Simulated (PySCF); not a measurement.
BClF, optimised at PBE/def2-SVP:

```xyz
3

B      0.0044    -0.0486    -0.0348
Cl     0.7475     0.3666    -1.5666
F     -0.7871    -1.0870     0.1065
```

Computed with PySCF (xtb for GFN2) and rigid-rotor harmonic-oscillator thermochemistry at 1 bar. 6-31G* has spherical d functions here. Open shells (unrestricted): BClF (multiplicity 2). GFN2 has no spin-polarisation term. B3LYP is the form with VWN-RPA correlation.

Question: List the harmonic frequencies (cm⁻¹, unscaled) at this level and at the other levels, each on its own geometry.

Answer: 
- PBE/def2-SVP: 379, 800, 1318
- B3LYP/6-31G*: 381, 793, 1348
- GFN2-xTB: 362, 767, 1199
- HF/6-31G*: 407, 852, 1410
- PBE0/def2-TZVP: 385, 812, 1353
